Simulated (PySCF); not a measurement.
**How the method changes the constants of SiO**

State: ¹Σ⁺ (singlet), closed shell. Set-up: basis Si x2c-SVPall, O x2c-SVPall; spin-free X2C with a Gaussian nucleus; PySCF 2.14. De refers to Si + O in their high-spin ground configurations, without counterpoise correction. A positive dipole means Si(−)O(+).

```tsv
Level	Re (Å)	ωe (cm⁻¹)	De (eV)	μ (D)
RHF	1.491	1395	4.40	-3.31
RHF-MP2	1.543	1180	7.88	n/a
RHF-SCS-MP2	1.539	1200	7.65	n/a
RHF-CCSD	1.525	1265	7.11	n/a
RHF-CCSD(T)	1.537	1205	7.38	n/a
PBE	1.545	1180	8.29	-2.42
revPBE	1.549	1171	7.95	-2.41
BP86	1.545	1179	8.31	-2.44
r²SCAN	1.530	1230	7.85	-2.56
PBE0	1.523	1259	7.62	-2.70
M06-2X	1.514	1302	7.94	-2.90
ωB97X	1.517	1286	7.78	-2.75
```

**Question.** Which functional lies closest to RHF-CCSD(T) in De, which farthest, and by how much do they differ from it?

**Answer.** Closest is PBE0 (-1.4 pm in Re, +4.5 % in ωe, +0.24 eV in De against RHF-CCSD(T) in the same basis), farthest BP86 (+0.8 pm in Re, -2.2 % in ωe, +0.93 eV in De). CCSD(T) converges more slowly with the basis than the functionals do and binds too weakly in this one, so the order can change at the basis-set limit.

**Question.** What does all correlation do here, going from RHF to RHF-CCSD(T)?

**Answer.** RHF-CCSD(T) less RHF: +4.6 pm in Re, -13.6 % in ωe, +2.98 eV in De. Correlation nearly always deepens the well. The bond lengthens, as in strong covalent bonds, where excitations into antibonding orbitals dominate.

Correlated steps freeze 6 core orbitals. Correlated levels converge slowly with the basis: in double zeta they bind strong bonds too weakly, by up to about 1 eV, and carry superposition errors of some tenths. Where the molecule has an RHF reference, its open-shell atoms are computed with UHF. The CCSD T1 diagnostic is raised, a sign that a single reference may not be enough here.
